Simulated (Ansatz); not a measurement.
# BN (boron nitride): UMP2/cc-pVTZ

What is the energy change on altering one bond length of BN (boron nitride) at UMP2/cc-pVTZ? 

The calculation is run with Ansatz 0.2.0.

32 further runs of the same task are left out: 32 set aside as unsound or not needed.

## Step 1: The system as given

The species is BN (2 atoms), meant as a triplet with charge 0. SMILES: `B#N`. Geometry: relaxed at PBE0-D4/def2-TZVP.

Bond lengths: B1–N2 1.315 Å.

## Step 2: A single-point energy at UMP2/cc-pVTZ

The input, molecule.yaml:

```yaml
crystal:
  periodic: [false, false, false]
  atoms:
    - {symbol: B, position_ang: [-0.000000, -0.000000, -0.023520]}
    - {symbol: N, position_ang: [0.000000, 0.000000, 1.291950]}
basis:
  gaussian:
    orbitals: cc-pVTZ
accuracy: high
magnetization:
  spin_polarized: true
  initial_magnetization: 2
correlation:
  method: mp2
  frozen_orbitals: {B: 1, "N": 1}
```

Run with:

```sh
ansatz run molecule.yaml --threads 1 --pin off --max-ram 3480MiB --events-out events.jsonl --progress --plain --runs-dir runs
```

Log:

```text
Warning: RAYON_NUM_THREADS=1 ignored (pool sized by the plan → 1); use --threads N
Functional definition: HF
  name "HF"
  exchange = exact_x
  correlation = 0
848 factors; integrals over basis functions are off by at most 2.6e-9 eV
mean field evaluation 1: about -2148.1853 eV, gradient 1.6e1 eV
mean field evaluation 2: about -2148.1883 eV, gradient 1.6e1 eV
mean field evaluation 4: about -2149.7222 eV, gradient 2.9e0 eV
mean field evaluation 8: about -2150.0802 eV, gradient 5.3e-1 eV
mean field evaluation 16: about -2150.1149 eV, gradient 4.3e-3 eV
mean field evaluation 32: about -2144.1557 eV, gradient 1.7e-6 eV
mean field evaluation 64: about -2149.2047 eV, gradient 1.3e-1 eV
mean field evaluation 96: about -2147.9138 eV, gradient 1.5e1 eV
mean field evaluation 128: about -2150.1165 eV, gradient 2.1e-1 eV
mean field evaluation 160: about -2150.1055 eV, gradient 3.0e-1 eV
mean field -2150.11492410 eV, -79.0152660606 hartree, gradient 6.4e-8 eV, S^2 2.046233; 16 other end points of the search recorded, 0 dependent functions left out
2 core orbitals not correlated: weight in the atoms' cores, before any rotation towards them, 1.000 or more for the frozen orbitals, at most 0.000 for the correlated occupied ones
reference -2150.11492410 eV, -79.0152660606 hartree; 5, 3 occupied and 53, 55 virtual orbitals, 848 factors
second order -5.97247723 eV of doubles, -0.00000000 eV of singles
Total energy: -2156.08740133 eV, -79.2347505505 hartree
```

It took 1.9 s on 1 thread of Arm Neoverse V1, shared host; peak memory 0.1 GiB.

## Step 3: The distorted shape at the same level

The input, run.yaml:

```yaml
crystal:
  periodic: [false, false, false]
  atoms:
    - {symbol: B, position_ang: [-0.000000, -0.000000, -1.602050]}
    - {symbol: N, position_ang: [0.000000, 0.000000, 1.291950]}
basis:
  gaussian: {orbitals: cc-pVTZ}
magnetization: {spin_polarized: true, initial_magnetization: 2}
correlation: {method: mp2, frozen_orbitals: {B: 1, "N": 1}}
accuracy: high
```

Run with:

```sh
ansatz run run.yaml --threads 1 --pin off --max-ram 3480MiB --events-out events.jsonl --progress --plain --runs-dir runs
```

Log (excerpt; [...] marks lines left out):

```text
Warning: RAYON_NUM_THREADS=1 ignored (pool sized by the plan → 1); use --threads N
[... 2 set-up lines as earlier in the session ...]
[...]
774 factors; integrals over basis functions are off by at most 3.1e-9 eV
[...]
mean field -2147.81767637 eV, -78.9308437636 hartree, gradient 7.5e-9 eV, S^2 3.025820; 14 other end points of the search recorded, 0 dependent functions left out
2 core orbitals not correlated: weight in the atoms' cores, before any rotation towards them, 1.000 or more for the frozen orbitals, at most 0.000 for the correlated occupied ones
reference -2147.81767637 eV, -78.9308437636 hartree; 5, 3 occupied and 53, 55 virtual orbitals, 774 factors
second order -3.85149778 eV of doubles, -0.00000000 eV of singles
Total energy: -2151.66917415 eV, -79.0723836962 hartree
```

Run time: 2.2 s. Hardware: 1 thread of Arm Neoverse V1, shared host; peak memory 0.094 GiB.

## Step 4: Results

At UMP2/cc-pVTZ, 2 core orbitals frozen:

| quantity | value |
| --- | --- |
| first shape: total energy | -79.23475 Eh |
| first shape: correlation energy (2 core orbitals frozen) | -219.5 mEh |
| first shape: ⟨S²⟩ of the reference determinant | 2.046 |
| distorted shape: total energy | -79.07238 Eh |
| distorted shape: correlation energy (2 core orbitals frozen) | -141.5 mEh |
| distorted shape: ⟨S²⟩ of the reference determinant | 3.026 |
| energy change with the B1–N2 bond stretched from 1.315 to 2.894 Å | 4.418 eV |

In words: With the B1–N2 bond stretched from 1.315 to 2.894 Å the energy rises by 4.42 eV (102 kcal/mol). The first shape isn't relaxed at this level, so the change isn't measured from a minimum. ⟨S²⟩ (distorted shape) is 3.03 where a pure triplet has 2.00: the reference is spin-contaminated.
